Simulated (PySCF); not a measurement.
# C2H5NS: core ionisation energies

C2H5NS.
Z-matrix (Å and degrees, PBE0-D3(BJ)/def2-SVP geometry), rows numbered from 1:
```
N 
C   1  1.2675
C   2  1.4939  1  120.95
S   3  1.8226  2  110.82  1   114.97
H   1  1.0243  2  110.36  3  -178.24
H   2  1.1079  1  124.12  3   177.49
H   3  1.1015  2  110.82  1  -129.34
H   3  1.0990  2  110.04  1    -8.73
H   4  1.3507  3   95.74  2   -62.87
```

Level of theory: delta-SCF UKS SCAN, pcX-2 on the ionised atom, pcseg-1 elsewhere, spin-free X2C in PySCF 2.14.0. These are vertical core ionisation energies against the vacuum level, from separate self-consistent calculations with and without the core hole.

Task: List the computed XPS lines with their assignment.

Result: 
| atom(s) | bonded to | level | binding energy (eV) | above the level's lowest (eV) | count |
| --- | --- | --- | --- | --- | --- |
| N1 | C (double bond) and H | N 1s | 404.75 | 0.00 | 1 |
| C2 | N (double bond), C and H | C 1s | 292.29 | +0.55 | 1 |
| C3 | S, C and 2 H | C 1s | 291.74 | 0.00 | 1 |
| S4 | C and H | S 1s | 2477.56 | 0.00 | 1 |

The listed C 1s values span 0.55 eV, from C3 (bonded to S, C and 2 H) to C2 (bonded to N (double bond), C and H). Summing the Pauling electronegativity differences to the bonded atoms, each weighted by its formal bond order, gives -0.67 for the lowest site and +0.63 for the highest.

Task: Which photon wavelength matches the C 1s of C2 threshold?

Result: λ = hc/E = 12398.42 eV Å / 292.29 eV = 42.418 Å.

Task: Give the binding energy of C 1s of C2 in hartree and in kJ/mol.

Result: 292.29 eV = 10.7415 Eh = 28202 kJ/mol.

Not every level is listed. The unrestricted hole states depart most from a pure doublet (⟨S²⟩ = 0.75; over 0.85 named) for C 1s of C2 (0.86), which makes this value less certain. One conformer (not necessarily the lowest) at the PBE0-D3(BJ)/def2-SVP geometry, without solvent, vibrations or thermal averaging.

Hardware: Arm Neoverse V1, one thread, shared host. Cost: 20 s wall.
